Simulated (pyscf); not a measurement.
Thermochemistry of product channels of `[OH][Si][OH]` [singlet] + `[H]` [doublet] on the doublet surface, in eV, from ωB97M-D3(BJ)/def2-TZVP energies (ideal gas, 1 atm, RRHO with modes under 100 cm⁻¹ raised to 100, one conformer, R ln 2 for chiral ones without a mode under 150 cm⁻¹). PySCF, gas phase, ωB97X-D3(BJ)/def2-SVP geometries.

| products | ΔE | ΔH(298 K) | ΔG(600 K) | ΔG(1200 K) |
|---|---|---|---|---|
| `[OH]` [doublet] + `[O]=[Si]` [singlet] + `[H][H]` | [?] | +2.30 | +1.46 | +0.65 |
| `[O]=[Si][OH]` [doublet] + `[H][H]` | -0.22 | -0.24 | -0.35 | -0.43 |
| `[O][SiH]=[O]` [doublet] + `[H][H]` | +1.29 | +1.18 | +1.08 | [?] |

Question: Some entries are withheld; supply them.

Answer: 
- `[OH]` [doublet] + `[O]=[Si]` [singlet] + `[H][H]`, ΔE: +2.41
- `[O][SiH]=[O]` [doublet] + `[H][H]`, ΔG(1200 K): +1.01

These are energies of the channels, which say nothing of barriers. Left out: orbital degeneracy and the spin-orbit lowering of OH.
